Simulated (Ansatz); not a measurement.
Input file:

```yaml
crystal:
  periodic: [false, false, false]
  atoms:
    - {symbol: Al, position_ang: [-0.012285, -0.114663, 1.290682]}
    - {symbol: C, position_ang: [-0.013118, 0.059003, -0.636670]}
    - {symbol: O, position_ang: [0.034846, 0.070905, -1.827807]}
    - {symbol: H, position_ang: [-0.067931, 1.240836, 2.049812]}
basis:
  gaussian: {orbitals: def2-SVP, fitting: {mean_field: def2-universal-jkfit}, point_charges: [{charge: -0.50, position_ang: [2.806, -0.079, 0.323]}]}
magnetization: {spin_polarized: false, initial_magnetization: 2}
correlation: {method: bccd_t, electrons: outside_noble_gas}
output: {forces: true}
```

```sh
$ ansatz run in.yaml --threads 1 --pin off --events-out ev --progress --plain --max-ram 2393MiB
```

Output:

```
298 factors; integrals over basis functions are off by at most 3.9e-1 eV
mean field evaluation 1: about -9657.3235 eV, gradient 2.8e1 eV
mean field evaluation 2: about -9658.2164 eV, gradient 2.9e1 eV
mean field evaluation 4: about -9660.0733 eV, gradient 1.1e0 eV
mean field evaluation 8: about -9660.0878 eV, gradient 3.1e-6 eV
mean field evaluation 16: about -9659.9977 eV, gradient 1.3e0 eV
mean field evaluation 32: about -9659.2679 eV, gradient 2.3e-1 eV
mean field evaluation 64: about -9656.1198 eV, gradient 2.4e0 eV
mean field -9660.08778222 eV, -355.0016781540 hartree, gradient 3.1e-6 eV, S^2 2.000000; 5 other end points of the search recorded, 0 dependent functions left out
mean field evaluation 96: about -9659.6428 eV, gradient 4.4e0 eV
determinant -9660.08778222 eV, -355.0016781540 hartree, with singles and doubles -9669.86909459 eV, -355.3611347534 hartree
determinant -9659.26621310 eV, -354.9714860455 hartree, with singles and doubles -9668.83654012 eV, -355.3231890768 hartree
7 core orbitals not correlated: weight in the atoms' cores, before any rotation towards them, 1.000 or more for the frozen orbitals, at most 0.000 for the correlated occupied ones
reference -9660.08778222 eV, -355.0016781540 hartree; 8, 6 occupied and 36, 38 virtual orbitals, 298 factors
second order -9.29931220 eV of doubles, -0.04581663 eV of singles
cycle   1  -9.72906606 eV  change    5.2e-2 eV  update   2.6e-2
cycle   2  -9.73533711 eV  change   -6.3e-3 eV  update   1.2e-2
cycle   3  -9.74399007 eV  change   -8.7e-3 eV  update   4.7e-3
cycle   4  -9.73771806 eV  change    6.3e-3 eV  update   2.9e-3
cycle   5  -9.73798794 eV  change   -2.7e-4 eV  update   1.7e-3
cycle   6  -9.73822949 eV  change   -2.4e-4 eV  update   7.7e-4
cycle   7  -9.73765301 eV  change    5.8e-4 eV  update   2.7e-4
cycle   8  -9.73764981 eV  change    3.2e-6 eV  update   1.4e-4
cycle   9  -9.73767856 eV  change   -2.9e-5 eV  update   8.2e-5
cycle  10  -9.73766655 eV  change    1.2e-5 eV  update   6.3e-5
cycle  11  -9.73767168 eV  change   -5.1e-6 eV  update   4.8e-5
cycle  12  -9.73768231 eV  change   -1.1e-5 eV  update   3.5e-5
cycle  13  -9.73766318 eV  change    1.9e-5 eV  update   2.2e-5
cycle  14  -9.73766868 eV  change   -5.5e-6 eV  update   1.3e-5
cycle  15  -9.73766960 eV  change   -9.2e-7 eV  update   5.5e-6
cycle  16  -9.73766941 eV  change    1.9e-7 eV  update   2.7e-6
cycle  17  -9.73767006 eV  change   -6.5e-7 eV  update   1.5e-6
cycle  18  -9.73766961 eV  change    4.5e-7 eV  update   7.1e-7
cycle  19  -9.73766969 eV  change   -8.4e-8 eV  update   3.7e-7
perturbative correction -0.43751201 eV, -0.0160782697 hartree
the calculation of the forces begins
Total energy: -9670.26296392 eV, -355.3756091843 hartree
Atom 0 at    -0.012285    -0.114663     1.290682 Å, force     0.275460    -0.393936    -0.315154 eV/Å
Atom 1 at    -0.013118     0.059003    -0.636670 Å, force     0.094893     0.091527    -2.521488 eV/Å
Atom 2 at     0.034846     0.070905    -1.827807 Å, force    -0.121341    -0.065887     2.522250 eV/Å
Atom 3 at    -0.067931     1.240836     2.049812 Å, force    -0.001096     0.365752     0.199184 eV/Å
Dipole moment:     0.277767    -0.122382     0.114645 e Å
```

Forces (eV/Å):
```
Al   0.275 -0.394 -0.315
C    0.095  0.092 -2.521
O   -0.121 -0.066  2.522
H   -0.001  0.366  0.199
```

Ran on 1 thread of Arm Neoverse V1, shared host: 9.5 s wall, 0.2 GiB peak host memory.
